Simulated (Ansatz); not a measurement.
Species: sulfur monoxide, SO (charge 0, triplet). SMILES: O=S

Atoms: O1, S2. Bonds: O1-S2.

Bond lengths (Å) and angles (degrees) optimised at HF/3-21G with Ansatz (a first-principles code); HF/6-31G* with Ansatz; B3LYP/6-31G* with Ansatz; MP2/6-31G* with Ansatz, each started from the B3LYP-D3(BJ)/def2-TZVP structure (Ansatz) of the last column. A row stands for all coordinates that are equal there. 6-31G* holds six Cartesian d functions.

```csv
coordinate,HF/3-21G,HF/6-31G*,B3LYP/6-31G*,MP2/6-31G*,B3LYP-D3(BJ)/def2-TZVP
O1-S2,1.627,1.466,1.518,1.525,1.490
```

Mean signed difference of all 1 bond lengths from B3LYP-D3(BJ)/def2-TZVP: HF/3-21G 0.138 Å, HF/6-31G* -0.024 Å, B3LYP/6-31G* 0.028 Å, MP2/6-31G* 0.036 Å.
